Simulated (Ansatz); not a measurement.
Reaction (SMILES): Cl (HCl) → HCl+ (doublet, bonded as Cl) + e-
B3LYP-D3(BJ)/def2-TZVP geometries, fixed; electronic energies without zero-point terms.
Largest species:
```
Cl
H 1 1.2820
```

Effect of a fitting basis named in the input at MP2/aug-cc-pV(T+d)Z with Ansatz (a program for electronic structure), against the last row, where the adiabatic ionisation energy is 12.73 eV. Cores are frozen. Open shells are unrestricted. The default fits or decomposes integrals by the program's own choice; accuracy: high also tightens integrals, grids and stops.

```json
[
 {"setting": "fitting: def2-universal-jkfit and def2-SVP-RIFIT", "largest shift of a total energy (mEh)": "-2.797", "shift of the adiabatic ionisation energy (eV)": "0.022"},
 {"setting": "fitting: def2-universal-jkfit and cc-pVDZ-RIFIT", "largest shift of a total energy (mEh)": "-2.501", "shift of the adiabatic ionisation energy (eV)": "0.019"},
 {"setting": "fitting: def2-universal-jkfit and cc-pVTZ-RIFIT", "largest shift of a total energy (mEh)": "0.027", "shift of the adiabatic ionisation energy (eV)": "0.001"},
 {"setting": "fitting: def2-universal-jkfit and aug-cc-pVTZ-RIFIT", "largest shift of a total energy (mEh)": "0.070", "shift of the adiabatic ionisation energy (eV)": "0.000"},
 {"setting": "fitting: def2-universal-jkfit and cc-pVQZ-RIFIT", "largest shift of a total energy (mEh)": "0.079", "shift of the adiabatic ionisation energy (eV)": "-0.001"},
 {"setting": "fitting: def2-universal-jkfit and aug-cc-pVQZ-RIFIT", "largest shift of a total energy (mEh)": "0.060", "shift of the adiabatic ionisation energy (eV)": "0.000"},
 {"setting": "accuracy: high", "largest shift of a total energy (mEh)": "-0.001", "shift of the adiabatic ionisation energy (eV)": "0.000"},
 {"setting": "accuracy: medium (default)", "largest shift of a total energy (mEh)": "0.000", "shift of the adiabatic ionisation energy (eV)": "0.000"}
]
```

Within 0.01 eV in the adiabatic ionisation energy: fitting: def2-universal-jkfit and cc-pVTZ-RIFIT; fitting: def2-universal-jkfit and aug-cc-pVTZ-RIFIT; fitting: def2-universal-jkfit and cc-pVQZ-RIFIT; fitting: def2-universal-jkfit and aug-cc-pVQZ-RIFIT; accuracy: high. The largest shift is 2.797 mEh in a total energy and 0.022 eV in the difference.
